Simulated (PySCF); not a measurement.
Dissociation curve of C₂H₆, SMILES CC, singlet. The C1–H8 bond (C1 also carries C, H, H; H8 carries nothing else) is stretched with both fragments frozen at the PBE0/def2-TZVP optimised geometry.

- UKS-PBE = unrestricted PBE/def2-TZVP (PySCF)
- RKS-PBE = restricted PBE/def2-TZVP in PySCF
- UHF/6-31G* = unrestricted Hartree-Fock/6-31G*, spherical d (PySCF)

Energies are in mEh, each relative to the lowest point of its own curve near equilibrium.

```csv
R / Å,UKS-PBE,RKS-PBE,UHF/6-31G*
0.82,82.1,82.1,82.1
0.87,49.3,49.3,48.3
0.93,23.5,23.5,22.0
0.99,8.6,8.6,7.3
1.02,4.3,4.3,3.2
1.07,0.5,0.5,0.2
1.09,0.0,0.0,0.0
1.14,0.8,0.8,1.8
1.17,2.4,2.4,4.0
1.21,5.6,5.6,8.1
1.27,12.1,12.1,16.2
1.36,24.3,24.3,30.9
1.46,39.8,39.8,49.3
1.63,67.1,67.1,82.0
1.78,90.1,90.1,105.6
1.97,116.2,116.2,122.6
2.19,141.7,141.7,132.7
2.42,159.3,163.2,137.7
2.65,168.3,180.3,140.2
2.98,174.1,198.4,141.7
3.25,176.0,209.1,142.2
```

At the longest distance, 3.25 Å, RKS-PBE lies highest above its minimum (209.1 mEh) and UHF/6-31G* lowest (142.2 mEh).

The unrestricted determinant behind UKS-PBE is spin-contaminated at 2.42 to 3.25 Å (<S²> up to 1.0, against 0.00 for a pure singlet). At the longest distance RKS-PBE leaves fractional charges on the fragments, a sign of delocalisation error or of the restricted form. The restricted form behind RKS-PBE keeps the bonding electrons paired and can't separate into open-shell fragments. The unrestricted determinant behind UHF/6-31G* is spin-contaminated at 1.78 to 3.25 Å (<S²> up to 1.0, against 0.00 for a pure singlet).
